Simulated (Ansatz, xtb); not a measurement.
**How methods differ on Si2H6 (disilane)**

Si2H6: 8 atoms, total charge 0, spin state singlet. SMILES: `[SiH3][SiH3]`. The coordinates come from a PBE0-D4/def2-TZVP relaxation. The run starts from this shape.

Quantity: the adiabatic ionisation energy (to the doublet cation, no zero-point term), in eV. The values are calculated.

```csv
level,kind,program,value (eV),CPU time (all runs)
GFN1-xTB,semi-empirical,xtb,13.97,under 2 s
HF/STO-3G,Hartree–Fock,Ansatz,7.41,3 s
HF/3-21G,Hartree–Fock,Ansatz,8.75,3.4 s
HF/6-31G* (Cartesian functions),Hartree–Fock,Ansatz,8.75,5.9 s
PBE/def2-SVP,GGA,Ansatz,9.57,28 s
B3LYP/6-31G* (Cartesian functions),global hybrid,Ansatz,9.62,25 s
MP2/6-31G* (Cartesian functions),perturbation theory,Ansatz,9.29,9.4 s
```

The values span 7.41 to 13.97 eV. The xTB values lack the empirical shift that such differences need. Without the sets that lack polarisation functions the rows with a basis span only 8.75 to 9.62 eV. In so small a basis fixed costs decide the times, and correlated methods can beat functionals. CPU times are rough (shared hosts, several kinds of processor and program).
